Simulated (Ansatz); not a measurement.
**C₄H₆ClF: one species, many methods**

One table from this session's results is given with a row withheld; the runs are named, their logs left out.

Method: functionals in def2-TZVPP, the program's frozen cores in correlated methods; program: Ansatz 0.2.0, Gaussian basis.

The runs, in order: LDA (SPW92), PBE-D4, revPBE-D4, BLYP-D4, r2SCAN-D4, B97M-V, PBE0-D4, B3LYP-D4, r2SCANh-D4, r2SCAN0-D4, HSE06-D4, BHLYP-D4, CAM-B3LYP-D4, LC-ωPBE, ωB97X-V, ωB97M-V, B2PLYP, PBE-QIDH; CCSD(T)/def2-SVP; CCSD(T)/def2-TZVPP; MP2/def2-QZVPP; extrapolation to the limit; RPA on PBE.

### The relaxed structure

The geometry comes from an earlier relaxation with PBE0-D4 in a triple-zeta def2 set; it is a stationary point, not always the lowest conformer.

12 atoms, charge 0, spin multiplicity 1.

Atoms are counted from 1 here; the program's logs count them from 0.

Bond lengths: C1–C2 1.324 Å, C1–H7 1.086 Å, C1–H8 1.084 Å, C2–C3 1.492 Å, C2–H9 1.087 Å, C3–C4 1.512 Å, C3–H10 1.098 Å, C3–H11 1.092 Å, C4–F5 1.364 Å, C4–Cl6 1.778 Å, C4–H12 1.091 Å. Angles: C2–C1–H7 121.6°, C2–C1–H8 121.4°, H7–C1–H8 117.0°, C1–C2–C3 124.1°, C1–C2–H9 119.8°, C3–C2–H9 116.1°, C2–C3–C4 114.1°, C2–C3–H10 110.0°, C2–C3–H11 110.9°, C4–C3–H10 105.7°, C4–C3–H11 108.4°, H10–C3–H11 107.5°, C3–C4–F5 110.1°, C3–C4–Cl6 112.0°, C3–C4–H12 112.1°, F5–C4–Cl6 108.6°, F5–C4–H12 107.8°, Cl6–C4–H12 106.1°.

The first run:

Input file in.yaml:

```yaml
crystal:
  periodic: [false, false, false]
  atoms:
    - {symbol: C, position_ang: [0.263467, 1.787961, 0.868846]}
    - {symbol: C, position_ang: [0.328747, 0.910057, -0.119853]}
    - {symbol: C, position_ang: [0.494013, -0.559711, 0.076512]}
    - {symbol: C, position_ang: [-0.560425, -1.396801, -0.611411]}
    - {symbol: F, position_ang: [-0.539036, -1.165908, -1.955615]}
    - {symbol: Cl, position_ang: [-2.192799, -1.043650, -0.002634]}
    - {symbol: H, position_ang: [0.314337, 1.478369, 1.908096]}
    - {symbol: H, position_ang: [0.154815, 2.848635, 0.676117]}
    - {symbol: H, position_ang: [0.268339, 1.251425, -1.149652]}
    - {symbol: H, position_ang: [1.453989, -0.888309, -0.342212]}
    - {symbol: H, position_ang: [0.494970, -0.812554, 1.139173]}
    - {symbol: H, position_ang: [-0.403516, -2.464614, -0.453268]}
basis:
  gaussian: {orbitals: def2-TZVPP}
hamiltonian: {xc: lda}
output: {orbitals: {seedname: orbitals}}
```

On the command line:

```
> ansatz run in.yaml --threads 4 --pin off --events-out ev --progress --plain --max-ram 10444MiB
```

Steps of the session up to this table: LDA; PBE-D4 (GGA); revPBE-D4 (GGA); BLYP-D4 (GGA); r2SCAN-D4 (meta-GGA); B97M-V (meta-GGA); PBE0-D4 (hybrid); B3LYP-D4 (hybrid); r2SCANh-D4 (hybrid); r2SCAN0-D4 (hybrid); HSE06-D4 (hybrid); BHLYP-D4 (hybrid); CAM-B3LYP-D4 (range-separated); LC-ωPBE (range-separated); ωB97X-V (range-separated); ωB97M-V (range-separated); B2PLYP (double hybrid); PBE-QIDH (double hybrid).

One table of the session follows, with a row left open; its other results are not shown here.

| functional | HOMO (eV) | gap (eV) |
| --- | --- | --- |
| LDA (SPW92) | -6.83 | 5.50 |
| PBE-D4 | -6.64 | 5.55 |
| revPBE-D4 | ? | ? |
| BLYP-D4 | -6.47 | 5.52 |
| r2SCAN-D4 | -6.85 | 6.00 |
| B97M-V | -6.85 | 6.05 |
| PBE0-D4 | -7.78 | 7.72 |
| B3LYP-D4 | -7.55 | 7.25 |
| r2SCANh-D4 | -7.28 | 6.81 |
| r2SCAN0-D4 | -7.93 | 8.01 |
| HSE06-D4 | -7.38 | 6.94 |
| BHLYP-D4 | -8.75 | 9.78 |
| CAM-B3LYP-D4 | -9.13 | 10.19 |
| LC-ωPBE | -10.55 | 12.83 |
| ωB97X-V | -10.14 | 12.31 |
| ωB97M-V | -10.05 | 12.04 |

Estimate the missing values for revPBE-D4.

As computed: HOMO (eV): -6.57; gap (eV): 5.58. In the column «HOMO (eV)» it lies between PBE-D4 (-6.64) and BLYP-D4 (-6.47).
